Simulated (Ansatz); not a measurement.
Reaction: CH5BO2 (SMILES CB(O)O) → CH4BO (SMILES C[B]O, doublet) + HO (SMILES [OH], doublet) (the B-O bond breaks)
Each species at its own B3LYP-D3(BJ)/def2-TZVP minimum (Ansatz, an electronic-structure program), one conformer.

Quantity: bond dissociation energy (electronic), in kcal/mol. UHF or UKS for unpaired electrons; spin-orbit terms are left out. CBS(X,Y): correlation extrapolated as X^-3, Hartree-Fock from the larger set. A bracket is a step between two methods taken in the basis named. The functionals are non-relativistic, so their misses hold any scalar relativity. 'core' is core correlation in cc-pwCVTZ, 'X2C' scalar relativity in cc-pVTZ-DK, both at CCSD(T).

CCSD(T)/CBS(cc-pVTZ,cc-pVQZ) + [CCSDT(Q) - CCSD(T)]/cc-pVDZ + core + X2C (Ansatz) gives 153.5 kcal/mol.

Problem. What does PBE/def2-TZVPD (Ansatz) give here, and how do the other levels compare?

Solution. PBE gives 147.9 kcal/mol, 5.6 kcal/mol below it. Differences of the others: r2SCAN/def2-TZVPD (Ansatz) -8.2; B3LYP/def2-TZVPD (Ansatz) -8.3; PBE0/def2-TZVPD (Ansatz) -6.9; wB97M-V/def2-TZVPD (Ansatz) -0.8; CCSD(T)/CBS(cc-pVTZ,cc-pVQZ) + core + X2C (Ansatz) 0.0 kcal/mol. Nearer than PBE: wB97M-V/def2-TZVPD, CCSD(T)/CBS(cc-pVTZ,cc-pVQZ) + core + X2C.
